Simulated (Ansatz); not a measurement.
```yaml
crystal:
  periodic: [false, false, false]
  atoms:
    - {symbol: W, position_ang: [-0.144160, -0.001203, -0.000251]}
    - {symbol: N, position_ang: [1.724230, -0.040988, 0.003253]}
    - {symbol: H, position_ang: [2.333001, 0.789052, 0.000646]}
basis:
  gaussian: {orbitals: def2-TZVP}
magnetization: {spin_polarized: true, initial_magnetization: 4}
hamiltonian: {xc: pbe0}
relax: {f_tol: 0.004, max_steps: 80}
```

```sh
$ ansatz run in.yaml --threads 1 --pin off --events-out ev --progress --plain --max-ram 2176MiB
```

Steps of the relaxation (energy above the last step; positions in Å, forces in eV/Å):

```
3
step 1, 151.2 meV
W    -0.144   -0.001    0.000    2.849   -0.007    0.005
N     1.724   -0.041    0.003   -2.664    0.094   -0.005
H     2.333    0.789    0.001   -0.185   -0.087    0.000
```

```
3
step 2, 7.2 meV
W    -0.085    0.011    0.000    0.362   -0.062    0.001
N     1.699   -0.049    0.003   -0.446    0.095   -0.001
H     2.298    0.784    0.001    0.084   -0.032    0.000
```

```
3
step 3, 3.7 meV
W    -0.081    0.008    0.000   -0.036   -0.050    0.000
N     1.692   -0.044    0.003   -0.031    0.106   -0.001
H     2.302    0.782    0.001    0.067   -0.057    0.000
```

```
3
step 7, 0.0 meV
W    -0.095   -0.009    0.000    0.000    0.000    0.000
N     1.676   -0.015    0.003    0.000    0.000    0.000
H     2.332    0.771    0.001    0.000    0.000    0.000
```

Close pairs at the end: N2–H3 1.024 Å, W1–N2 1.771 Å, W1–H3 2.549 Å.

A stationary point of unrestricted PBE0 after 7 steps, with ⟨S²⟩ = 6.068 against 6.00 for a pure state; no frequencies were run, so it isn't proven a minimum. 25 s on 1 thread of Intel Xeon Platinum 8259CL, shared host.
